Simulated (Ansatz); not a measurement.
Abstraction of H: CH7NSi + BH(CH2)(CH3) → CH6NSi + BH(CH3)2

Species: CH7NSi `CN[SiH3]`, singlet; BH(CH2)(CH3), doublet; CH6NSi `CN[SiH2]`, doublet; BH(CH3)2, singlet. A radical takes H: the energy is the difference in strength between the Si–H bond broken and the C–H bond made.

Shapes, held fixed at every level: PBE0-D4/def2-TZVP. Flexible molecules stand in one conformer, not always the lowest. Programs: Ansatz 0.2.0. The zero-point and thermal change to 298 K, harmonic and unscaled (PBE0-D4/def2-TZVP), is +7.5 kJ/mol.

```json
{"level": "MP2/def2-SVP", "kind": "perturbation theory", "ΔH(298 K) (kJ/mol)": "-28.5", "less CCSD/def2-SVP": "-10.4"}
{"level": "MP2/def2-TZVPP", "kind": "perturbation theory", "ΔH(298 K) (kJ/mol)": "-27.3", "less CCSD/def2-SVP": "-9.2"}
{"level": "r2SCAN0-D4/def2-TZVPP", "kind": "global hybrid", "ΔH(298 K) (kJ/mol)": "-22.4", "less CCSD/def2-SVP": "-4.3"}
{"level": "wB97M-V/def2-TZVPP", "kind": "range-separated hybrid", "ΔH(298 K) (kJ/mol)": "-19.0", "less CCSD/def2-SVP": "-0.9"}
{"level": "wB97X-V/def2-TZVPP", "kind": "range-separated hybrid", "ΔH(298 K) (kJ/mol)": "-20.9", "less CCSD/def2-SVP": "-2.8"}
{"level": "B2PLYP/def2-TZVPP", "kind": "double hybrid", "ΔH(298 K) (kJ/mol)": "-22.2", "less CCSD/def2-SVP": "-4.1"}
{"level": "CCSD/def2-SVP", "kind": "coupled cluster or CI", "ΔH(298 K) (kJ/mol)": "-18.1", "less CCSD/def2-SVP": "0.0"}
```

The highest level, CCSD/def2-SVP, gives ΔH(298 K) = -18.1 kJ/mol; the levels span -28.5 to -18.1. The column of differences is taken from that level and isn't an error. No measured value is set beside it here. Open shells run unrestricted.
